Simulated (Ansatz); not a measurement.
# BSiNH (sextet): the correlation ladder, cc-pVDZ

Aim: climb from Hartree-Fock through coupled cluster and multireference methods for BSiNH (sextet) at one geometry and basis, and see what each rung misses.

Method: cc-pVDZ, core rule «outside noble gas», up to 7 orbitals frozen; program: Ansatz 0.2.0, Gaussian basis.

The runs, in order: UHF; CCSD(T) on ROHF; CCSD(T) on UHF; BCCD(T) on ROHF; CISD; CCSDT(Q) on ROHF; CCSDT(Q) on UHF; CASSCF and MRCISD+Q, 13 electrons in 11 orbitals; CASSCF and NEVPT2, 13 electrons in 11 orbitals.

20 further runs of the same task are left out: 9 that didn't finish, 11 set aside as unsound or not needed.

### Step 1. The geometry

The geometry is a PBE0/def2-TZVP stationary point (not a proven minimum) of the parent state, kept for this charge and spin.

4 atoms, charge 0, spin multiplicity 6.

Atoms are counted from 1 here; the program's logs count them from 0.

Bond lengths: N1–B2 1.336 Å, N1–Si3 1.777 Å, B2–Si3 2.063 Å, B2–H4 1.181 Å. Angles: B2–N1–Si3 81.7°, N1–B2–Si3 58.5°, N1–B2–H4 153.5°, Si3–B2–H4 148.1°, N1–Si3–B2 39.9°.

### Step 2. UHF

File in.yaml:

```yaml
crystal:
  periodic: [false, false, false]
  atoms:
    - {symbol: N, position_ang: [0.000000, -0.759800, 0.665432]}
    - {symbol: B, position_ang: [0.000000, 0.473968, 1.177819]}
    - {symbol: Si, position_ang: [0.000000, 0.151704, -0.859531]}
    - {symbol: H, position_ang: [0.000000, 1.247631, 2.069996]}
basis:
  gaussian: {orbitals: cc-pVDZ}
magnetization: {spin_polarized: true, initial_magnetization: 5}
hamiltonian: {xc: hf}
output: {orbitals: {seedname: orbitals}}
```

The run is started by

```bash
ansatz run in.yaml --threads 1 --pin off --events-out ev --progress --plain --max-ram 2393MiB
```

The runs that follow: CCSD(T) on ROHF; CCSD(T) on UHF; BCCD(T) on ROHF; CISD; CCSDT(Q) on ROHF; CCSDT(Q) on UHF; CASSCF and MRCISD+Q, 13 electrons in 11 orbitals; CASSCF and NEVPT2, 13 electrons in 11 orbitals.

Q: Predict the results of all the runs planned. Wanted: UCCSDT(Q) below the RHF energy; RMP2 from UCCSDT(Q); UMP2 from UCCSDT(Q); RCCSD from UCCSDT(Q); RCCSD(T) from UCCSDT(Q); UCCSD(T) from UCCSDT(Q); RCCSDT(Q) from UCCSDT(Q); NEVPT2 frontier from UCCSDT(Q); MRCISD+Q frontier from UCCSDT(Q).

**Answer**, as computed:

```
                         quantity                      value
   UCCSDT(Q) below the RHF energy                 -7.8658 eV
              RMP2 from UCCSDT(Q)                +1253.3 meV
              UMP2 from UCCSDT(Q)                +1283.1 meV
             RCCSD from UCCSDT(Q)                 +336.3 meV
          RCCSD(T) from UCCSDT(Q)                  +65.6 meV
          UCCSD(T) from UCCSDT(Q)                  +64.7 meV
         RCCSDT(Q) from UCCSDT(Q)                   +3.6 meV
   NEVPT2 frontier from UCCSDT(Q)                +1578.7 meV
 MRCISD+Q frontier from UCCSDT(Q)                 +136.4 meV
levels within 1 kcal/mol (43 meV)  RCCSDT, UCCSDT, RCCSDT(Q)
                    T1 diagnostic                      0.032
```

RCCSD(T) lands +65.6 meV from the yardstick (0.8 % of the correlation energy). Of the multireference levels listed MRCISD+Q frontier comes nearest in total energy (+136.4 meV), which doesn't show that its space is the better one. These misses are within one basis, not against nature; the frozen cores of restricted and unrestricted runs differ, which can shift their rows.
